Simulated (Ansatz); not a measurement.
C₄H₆F (charge +1), SMILES C=C(F)[CH+]C, vertical spin-state energies

With the Python package of Ansatz (0.2.0).

Notebook, run cell by cell (the value of a cell's last expression is shown):

**Cell 1**
```python
import ansatz as az
from rdkit import Chem
from rdkit.Chem import AllChem
```

**Cell 2**
```python
# start geometry from RDKit
rd = Chem.AddHs(Chem.MolFromSmiles("C=C(F)[CH+]C"))
AllChem.EmbedMolecule(rd, randomSeed=742)
AllChem.UFFOptimizeMolecule(rd)
system = az.Crystal.molecule()
for atom, xyz in zip(rd.GetAtoms(), rd.GetConformer().GetPositions()):
    system = system.atom(atom.GetSymbol(), xyz.round(5).tolist())
```

**Cell 3**
```python
calculation = (
    system.calculation()
    .basis(gaussian="6-31G*")
    .functional("pbe0", dispersion="d3bj")
    .charge(1)
    .scf(lower_state_search="standard")
)
found = {}
for unpaired in [0, 2]:
    data = calculation.spin("collinear", total=unpaired).run(threads=1).report
    s = unpaired / 2
    found[unpaired] = data["free_energy_ev"]
    print(f"2S+1 = {unpaired + 1}: E = {found[unpaired]:.5f} eV, <S^2> = {abs(data['mean_field']['state']['spin_squared']):.3f} (pure state {s * (s + 1):.2f})")
lowest = min(found, key=found.get)
for unpaired, e in found.items():
    print(f"multiplicity {unpaired + 1}: {23.060548 * (e - found[lowest]):.1f} kcal/mol above the lowest")
```
Output:
```text
2S+1 = 1: E = -6945.47990 eV, <S^2> = 0.000 (pure state 0.00)
2S+1 = 3: E = -6943.33283 eV, <S^2> = 2.007 (pure state 2.00)
multiplicity 1: 0.0 kcal/mol above the lowest
multiplicity 3: 49.5 kcal/mol above the lowest
```

In order: multiplicity 1 (+0.00 eV) and multiplicity 3 (+2.15 eV), all at the one geometry.

Caveats:
- The settings weren't tested for convergence.
- The geometry is a force-field or estimated start, not a minimum of this method, and the basis set is short of its limit. All parts are taken at fixed geometry, without zero-point energy.
- Timing: 12 s on 1 thread of Arm Neoverse V1, with other jobs on the host, peak memory 0.34 GiB.
